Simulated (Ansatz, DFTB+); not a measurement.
# hcp Hf, lattice parameter a

Reference value: 3.194 Å (measured, 293 K, no zero-point or thermal correction, our sources range from 3.194 to 3.200; as tabulated in Wikipedia's data pages).

```tsv
level (code)	value (Å)	difference (%)
GFN1-xTB as cut by DFTB+	4.163	+30
PBE (Ansatz)	3.205	+0.34
PBEsol-D3(BJ) (Ansatz)	3.120	-2.32
r²SCAN-D4 (Ansatz)	3.195	+0.03
B3LYP (VWN-RPA form) (Ansatz)	3.230	+1.13
```

Leaving aside GFN1-xTB as cut by DFTB+ (doubt noted below): The reference is not for a static lattice or low temperature, so close values are not ranked against it. Off by more than 1.25 %, or 1.75 % on the side where a correction would as a rule narrow the miss (bounds picked here): PBEsol-D3(BJ) (-2.32 %).

The reference isn't brought to a static lattice, while the calculations are for one, so the differences are not the levels' errors alone.  Density-functional levels without +SOC have no spin–orbit coupling. GFN1-xTB as cut by DFTB+: the cell has another shape than the first-principles one, perhaps another minimum in the same group. GFN1-xTB as cut by DFTB+: the cell moved over 20 % in volume from its start. GFN1-xTB as cut by DFTB+: the method was fitted mainly to molecules. GFN1-xTB as cut by DFTB+: codes differ in how they cut the long-range tail of xTB's charge interaction in a crystal, so the value belongs to this code. Cutoffs and k meshes differ between the levels. Ansatz's density-functional and Hartree–Fock values are scalar-relativistic unless marked +SOC, with PAW data made under PBE.

Differences are worked out from the printed values.

Ansatz is a program for electronic structure.
